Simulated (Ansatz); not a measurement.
Ideal-gas functions of `C/N=C/S` at 400 K and 1 bar, from an Ansatz frequency run at PBE0-D4/def2-TZVP.

Molar mass 75.14 g/mol, point group Cs (symmetry number 1), electronic degeneracy 1, moments of inertia 11.726, 191.709, 200.324 u Å². Harmonic wavenumbers (cm⁻¹, unscaled): 196, 212, 268, 308, 432, 824, 924, 977, 1070, 1131, 1152, 1333, 1432, 1468, 1490, 1740, 2722, 2989, 3022, 3086, 3106.

Use S(trans) = R[1.5 ln M + 2.5 ln T − 1.1517]; rotational temperatures θ = 24.2544 K / I; S(rot) = R[ln(√π/σ · √(T³/θAθBθC)) + 1.5]; for each mode x = 1.438777 ν̃/T, S = R[x/(eˣ − 1) − ln(1 − e⁻ˣ)] and H = RT x/(eˣ − 1); 1 cm⁻¹ = 0.0119627 kJ/mol; R = 8.31446 J/(mol·K).

Q: By hand: the entropy, in J/(mol·K).

A: Translation 168.8. Rotation: θ = 2.0684, 0.1265, 0.1211 K, giving 106.3. Vibration, mode by mode: 11.39, 10.77, 8.93, 7.88, 5.44, 1.78, 1.34, 1.15, 0.88, 0.73, 0.69, 0.40, 0.30, 0.27, 0.25, 0.12, 0.01, 0.00, 0.00, 0.00, 0.00, in all 52.3. Electronic 0.0. Sum 327.4 J/(mol·K).

Q: By hand: H − E and G − E in kJ/mol, counted from the electronic energy.

A: Zero-point energy ½ × 29882 × 0.0119627 = 178.7; thermal vibration 12.2; translation, rotation and pV give 4 RT = 13.3. H − E = 204.2 kJ/mol, and G − E = 204.2 − 400 × 327.4/1000 = 73.2 kJ/mol.

Vibration gives 16 % of the entropy. The sum counts one conformer and one mirror image; others add a mixing term.
